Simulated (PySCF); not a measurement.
Computed with PBE0 in PySCF with Si def2-TZVP, Cl def2-TZVP; no relativity; density-fitted integrals. Open shells, if any, are unrestricted.

Question: What spin state, shape and geometry does isolated SiCl2 take (every ligand bound to Si)?

Answer: Counting electrons, silicon keeps 2 of its valence electrons outside its bonds, so the VSEPR class is AX2E1 and the expected shape is bent (C2v), as computed. The lowest minimum found is a singlet of C2v symmetry with Si–Cl 2.078 Å (×2); Cl–Si–Cl 101.4°. Its harmonic wavenumbers are 199 (a1), 516 (b2), 522 (a1) cm⁻¹ and its dipole moment is 0.87 D.
